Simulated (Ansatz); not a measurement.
Process, species as SMILES: OO (H2O2) → O[O] (O-OH) + H atom
B3LYP-D3(BJ)/def2-TZVP geometries, fixed; electronic energies without zero-point terms.

How fast the bond dissociation energy converges with the basis for several methods (Ansatz, a program for electronic structure): deviation from each method's own reference, in kcal/mol. References: B2PLYP 90.99 kcal/mol, the value in aug-pcseg-3; CCSD(T) 94.09 kcal/mol, Hartree-Fock in cc-pVQZ plus the correlation part extrapolated as X^-3 from cc-pVTZ and cc-pVQZ; HF 62.63 kcal/mol, the value in aug-pcseg-3; MP2 99.55 kcal/mol, Hartree-Fock in aug-cc-pVQZ plus the correlation part extrapolated as X^-3 from aug-cc-pVTZ and aug-cc-pVQZ; PBE 87.06 kcal/mol, the value in aug-pcseg-3; PBE0 87.22 kcal/mol, the value in aug-pcseg-3. Cartesian d functions, on some or all atoms, in 6-31G*; all else is spherical. In correlated methods cores are frozen. Open shells are unrestricted. No added dispersion term, no relativity. 

```
basis        functions  B2PLYP  CCSD(T)     HF     MP2    PBE   PBE0
-----------  ---------  ------  -------  -----  ------  -----  -----
pcseg-0             22   -7.65   -13.77   2.82  -17.27  -4.91  -2.69
3-21G               22   -7.77   -14.58   1.52  -18.33  -4.49  -2.70
def2-SV(P)          32  -12.53   -18.91  -7.05  -20.59  -9.80  -9.00
6-31G*              34   -8.26   -14.41  -3.46  -15.52  -5.61  -5.02
def2-SVP            38   -5.15    -7.58  -0.40   -9.65  -4.16  -3.08
pcseg-1             38   -4.02    -6.71   0.92   -8.14  -3.09  -1.95
6-311G**            48   -3.35    -6.06  -0.34   -7.87  -2.17  -1.57
cc-pVTZ             88   -1.30    -2.39  -0.21   -3.33  -0.91  -0.66
def2-TZVPP          90   -0.86    -2.00  -0.07   -2.78  -0.50  -0.35
def2-TZVPPD        114   -0.39    -1.61   0.01   -2.27   0.05   0.02
cc-pVQZ            170   -0.38    -0.99  -0.16   -1.38  -0.34  -0.26
pcseg-3            186   -0.02    -0.70   0.02   -1.01   0.02   0.02
```

Mean absolute deviation over 6-311G**, cc-pVTZ, def2-TZVPP, def2-TZVPPD: HF 0.16, PBE0 0.65, PBE 0.91, B2PLYP 1.48, CCSD(T) 3.01, MP2 4.06 kcal/mol.
